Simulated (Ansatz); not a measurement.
Mulliken charges of `CC1=NCS1` from PBE/def2-TZVPP in Ansatz (PBE0-D4/def2-TZVP geometry).

| atom | x (Å) | y (Å) | z (Å) | charge (e) |
| --- | --- | --- | --- | --- |
| C1 | -1.319 | -0.960 | -0.438 | -0.219 |
| C2 | -0.186 | -0.086 | -0.073 | 0.040 |
| N3 | 0.933 | -0.412 | 0.461 | -0.196 |
| C4 | 1.482 | 0.930 | 0.505 | 0.001 |
| S5 | -0.030 | 1.662 | -0.259 | -0.142 |
| H6 | -2.222 | -0.662 | 0.099 | 0.101 |
| H7 | -1.071 | -1.991 | -0.186 | 0.107 |
| H8 | -1.530 | -0.888 | -1.508 | 0.101 |
| H9 | 2.369 | 1.059 | -0.117 | 0.103 |
| H10 | 1.658 | 1.296 | 1.517 | 0.103 |

Problem. By hand: the dipole of these point charges (1 e Å = 4.8032 D).

Solution. Σ q r = (0.026, -0.075, 0.022) e Å, of length 0.082 e Å = 0.39 D.

Problem. How does the dipole of the full density compare? (Estimate.)

Solution. Computed: (-0.127, 0.071, -0.065) e Å, 0.77 D; the point charges give 0.51 times that, at 140° from its direction, so they point the opposite way.

Point charges leave out the atoms' own dipoles, such as those of lone pairs, and Mulliken's split depends on the basis, so the two needn't agree.
